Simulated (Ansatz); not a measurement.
**BMe2F (C2H6BF): inputs that go wrong**

2 inputs were typed for BMe2F (C2H6BF). Each is run as it stands; the log then has to tell whether the result can be used.

Computed with Ansatz 0.2.0, Gaussian basis. Level: the settings change from run to run.

**1. The geometry**

An earlier r2SCAN-D4/def2-SVP relaxation fixed the geometry.

10 atoms, charge 0, spin multiplicity 1.

Atoms are counted from 1 here; the program's logs count them from 0.

Bond lengths: B1–C2 1.567 Å, B1–C6 1.567 Å, B1–F10 1.342 Å, C2–H3 1.107 Å, C2–H4 1.101 Å, C2–H5 1.101 Å, C6–H7 1.107 Å, C6–H8 1.100 Å, C6–H9 1.101 Å. Angles: C2–B1–C6 125.2°, C2–B1–F10 117.5°, C6–B1–F10 117.3°, B1–C2–H3 107.2°, B1–C2–H4 113.4°, B1–C2–H5 113.2°, H3–C2–H4 106.1°, H3–C2–H5 106.6°, H4–C2–H5 109.9°, B1–C6–H7 107.1°, B1–C6–H8 113.6°, B1–C6–H9 113.0°, H7–C6–H8 106.3°, H7–C6–H9 106.4°, H8–C6–H9 109.9°.

**2. Input 1**

File in.yaml:

```yaml
crystal:
  periodic: [false, false, false]
  atoms:
    - {symbol: B, position_ang: [-0.527547, -0.901318, -0.020647]}
    - {symbol: C, position_ang: [2.429097, -1.057757, -0.022372]}
    - {symbol: H, position_ang: [3.047179, -1.094589, 1.976045]}
    - {symbol: H, position_ang: [3.342091, 0.603862, -0.877933]}
    - {symbol: H, position_ang: [3.157021, -2.795865, -0.902981]}
    - {symbol: C, position_ang: [-2.102474, 1.605616, 0.035300]}
    - {symbol: H, position_ang: [-2.492681, 2.132735, -1.951460]}
    - {symbol: H, position_ang: [-1.083069, 3.211314, 0.876014]}
    - {symbol: H, position_ang: [-3.953248, 1.381951, 0.958706]}
    - {symbol: F, position_ang: [-1.816368, -3.085931, -0.070689]}
basis:
  gaussian: {orbitals: def2-mTZVPP}
hamiltonian: {xc: {name: r2SCAN}, dispersion: d3bjatm, pseudopotentials: {relativity: none}}
output: {forces: true}
```

Started as:

```
ansatz run in.yaml --threads 4 --pin off --events-out ev --progress --plain --max-ram 3916MiB
```

What it wrote (excerpt; [...] marks lines left out):

```text
Functional definition: r2SCAN
  name "r2SCAN"
  cite "Furness, Kaplan, Ning, Perdew & Sun, J. Phys. Chem. Lett. 11, 8208 (2020) doi:10.1021/acs.jpclett.0c02405"
  cite "Furness, Kaplan, Ning, Perdew & Sun, J. Phys. Chem. Lett. 11, 9248 (2020) doi:10.1021/acs.jpclett.0c03077"
  parent r2scan
[...]
1042 factors; their error is unknown
[...]
mean field -5530.50916507 eV, -203.2424631027 hartree, gradient 1.2e-5 eV, S^2 0.000000; 6 other end points of the search recorded, 0 dependent functions left out
[...]
reference -5530.50917780 eV, -203.2424635703 hartree; 16, 16 occupied and 95, 95 virtual orbitals, 1042 factors
Total energy: -5530.56255173 eV, -203.2444250260 hartree
Atom 0 at    -0.527547    -0.901318    -0.020647 Å, force    -0.739882    -1.253079    -0.028297 eV/Å
Atom 1 at     2.429097    -1.057757    -0.022372 Å, force     2.242801    -0.153293     0.412042 eV/Å
Atom 2 at     3.047179    -1.094589     1.976045 Å, force    -0.920546     0.053616    -2.799560 eV/Å
Atom 3 at     3.342091     0.603862    -0.877933 Å, force    -1.352371    -2.357430     1.177563 eV/Å
Atom 4 at     3.157021    -2.795865    -0.902981 Å, force    -1.087569     2.484725     1.222848 eV/Å
Atom 5 at    -2.102474     1.605616     0.035300 Å, force    -1.264049     1.870351    -0.375268 eV/Å
Atom 6 at    -2.492681     2.132735    -1.951460 Å, force     0.578239    -0.782939     2.782586 eV/Å
Atom 7 at    -1.083069     3.211314     0.876014 Å, force    -1.417374    -2.328743    -1.159543 eV/Å
Atom 8 at    -3.953248     1.381951     0.958706 Å, force     2.669609     0.278625    -1.282478 eV/Å
Atom 9 at    -1.816368    -3.085931    -0.070689 Å, force     1.291142     2.188165     0.050106 eV/Å
Dipole moment:     0.613164     1.040990     0.023827 e Å
```

Run time: 3.6 s. Hardware: 4 threads of Arm Neoverse V2, shared host.

**Diagnosis.** It ended without an error, which proves nothing about the input. The coordinates are in bohr but typed as ångström. The shortest distance is 2.08 Å (C6–H8), against 1.10 Å in the relaxed molecule. Its energy is no property of the relaxed molecule. Fix: take the coordinates from the file in ångström.

**3. Input 2**

File in.yaml:

```yaml
crystal:
  periodic: [false, false, false]
  atoms:
    - {symbol: B, position_ang: [-0.087899, -0.496198, 0.115188]}
    - {symbol: C, position_ang: [1.176499, -0.891381, 0.287701]}
    - {symbol: H, position_ang: [1.406738, -0.795708, 0.896439]}
    - {symbol: H, position_ang: [1.621944, 0.265211, -0.545365]}
    - {symbol: H, position_ang: [1.669967, -1.857380, -0.467055]}
    - {symbol: C, position_ang: [-0.868466, 1.249111, -0.040593]}
    - {symbol: H, position_ang: [-1.403893, 1.441174, -1.289086]}
    - {symbol: H, position_ang: [-0.580614, 1.643632, 0.354004]}
    - {symbol: H, position_ang: [-2.250625, 1.077051, 0.371722]}
    - {symbol: F, position_ang: [-1.181694, -1.570078, 0.080958]}
basis:
  gaussian: {orbitals: def2-TZVP, fitting: {mean_field: def2-universal-jkfit}}
hamiltonian: {xc: {name: BHLYP}}
relax: {f_tol: 0.001, max_steps: 2}
output: {forces: true}
```

Same command.

What it wrote:

```text
Functional definition: BHLYP
  name "BHLYP"
  cite "Becke, J. Chem. Phys. 98, 1372 (1993) doi:10.1063/1.464304"
  cite "Becke, Phys. Rev. A 38, 3098 (1988) doi:10.1103/PhysRevA.38.3098"
  cite "Lee, Yang & Parr, Phys. Rev. B 37, 785 (1988) doi:10.1103/PhysRevB.37.785"
  parameter a = 0.5
  exchange = (1 - a)*b88_x + a*exact_x
  correlation = lyp_c
410 factors; integrals over basis functions are off by at most 1.6e0 eV
mean field evaluation 1: about -5526.2917 eV, gradient 8.0e1 eV
mean field evaluation 2: about -5527.0708 eV, gradient 7.4e1 eV
mean field evaluation 4: about -5540.8956 eV, gradient 3.1e0 eV
mean field evaluation 8: about -5540.9128 eV, gradient 7.1e-2 eV
mean field -5540.91283944 eV, -203.6247910837 hartree, gradient 5.8e-5 eV, S^2 0.000000; 0 other end points of the search recorded, 0 dependent functions left out
the calculation of the forces begins
reference -5540.91301776 eV, -203.6247976371 hartree; 16, 16 occupied and 144, 144 virtual orbitals, 410 factors
relax step   1: F+E_penalty+E_count = -5540.91283944 eV  Δ(F+E_penalty+E_count) = +0.000e0 eV  max|allowed force component| = 6.085e1 eV/Å  Δτ_max = 0.0000 Å  (26 SCF iters, accepted)
these checks for a lower state are left out or cut short: starts, cluster_reference, orbital_swaps, neighbouring_geometries, increment
410 factors; integrals over basis functions are off by at most 1.6e0 eV
mean field evaluation 16: about -5559.7427 eV, gradient 3.5e1 eV
mean field -5561.95604345 eV, -204.3981145677 hartree, gradient 1.6e-5 eV, S^2 0.000000; 0 other end points of the search recorded, 0 dependent functions left out
the calculation of the forces begins
reference -5561.95622042 eV, -204.3981210710 hartree; 16, 16 occupied and 144, 144 virtual orbitals, 410 factors
relax step   2: F+E_penalty+E_count = -5561.95604345 eV  Δ(F+E_penalty+E_count) = -2.104e1 eV  max|allowed force component| = 1.132e1 eV/Å  Δτ_max = 0.1997 Å  (31 SCF iters, accepted)
Error: geometry relaxation did not converge after 2 steps: max|allowed force component| = 1.13e1 eV/Å (threshold 1.0e-3). Raise `relax.max_steps` over both its present limit and 2, loosen `relax.f_tol`, or start from a geometry closer to equilibrium. Where this run's directory can be resumed (`checkpoint.write`), a resume goes on for up to `relax.max_steps` more
```

It took 1.6 s on 4 threads of Arm Neoverse V2, shared host.

What is wrong: It stopped unconverged. The relaxation is allowed too few steps for its threshold. The start was also shaken off the relaxed geometry, so there is far to go. Its coordinates are also moved off the relaxed structure. To mend it, raise relax.max_steps.

**4. How the tries ended**

```tsv
input	level	ended	cause	time
1	r2SCAN/def2-mTZVPP	converged	the coordinates are in bohr but typed as ångström	3.6 s
2	BHLYP/def2-TZVP	not converged	the relaxation is allowed too few steps for its threshold	1.6 s
```

1 converged, 1 not converged. The dangerous case is the input that converges on a wrong geometry, charge, spin, basis or grid: often only a look at the input shows it.
